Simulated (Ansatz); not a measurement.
Compare A (`CCSC=O`) with its isomer B (`C/C(S)=C/O`).

Computed with Ansatz on PBE0-D4/def2-TZVP structures; ΔE is electronic, products minus reactants. CCSD(T)/CBS adds triple-zeta CCSD(T) − MP2 to the extrapolated MP2 energy (def2 sets, frozen cores). DFT in def2-TZVPP. B3LYP here is the variant with VWN-RPA as its local correlation; programs differ in this. Each species was taken in one conformer, which may not be the lowest.

A:

Z-matrix (Å, degrees):
```
C
C 1 1.515
H 1 1.090 2 110.7
H 1 1.093 2 109.9 3 -119.3
H 1 1.091 2 111.3 3 120.8
S 2 1.807 1 113.3 3 -62.3
H 2 1.092 1 111.8 3 179.1
H 2 1.091 1 111.4 3 57.8
C 6 1.752 2 100.1 1 82.8
O 9 1.200 6 126.2 2 1.0
H 9 1.106 6 110.7 2 -179.4
```

B:

```xyz
11

C     0.5489   -1.4142    0.5540
C     0.3292   -0.0669   -0.0469
S     1.7627    0.6655   -0.7499
C    -0.8622    0.5244   -0.0459
O    -1.0648    1.7564   -0.5953
H    -0.3819   -1.8039    0.9701
H     1.2913   -1.3739    1.3569
H     0.9138   -2.1264   -0.1923
H     1.1708    1.7987   -1.1576
H    -1.7232    0.0357    0.3993
H    -1.9846    2.0047   -0.4924
```

(1) Which isomer does CCSD(T)/CBS put lower? Give the gap. (An estimate is asked.)

(2) Give E(B) − E(A) in kJ/mol with CCSD(T)/def2-TZVPP, HF/def2-TZVPP, ωB97M-V, B3LYP-D4, B2PLYP, MP2/def2-TZVPP, B3LYP. (Best estimate.)

Largest T1 diagnostic: 0.015.

Answers

(1) The calculation gave: A, by 51.8 kJ/mol.

(2) Computed: CCSD(T)/def2-TZVPP 55.5, HF/def2-TZVPP 57.6, ωB97M-V 55.5, B3LYP-D4 59.8, B2PLYP 61.5, MP2/def2-TZVPP 57.1, B3LYP 60.4. None reverses the order clearly.

From PBE to PBE0 (25 % exact exchange), in def2-TZVPP and without D4, E(B) − E(A) moves by −7.8 kJ/mol.
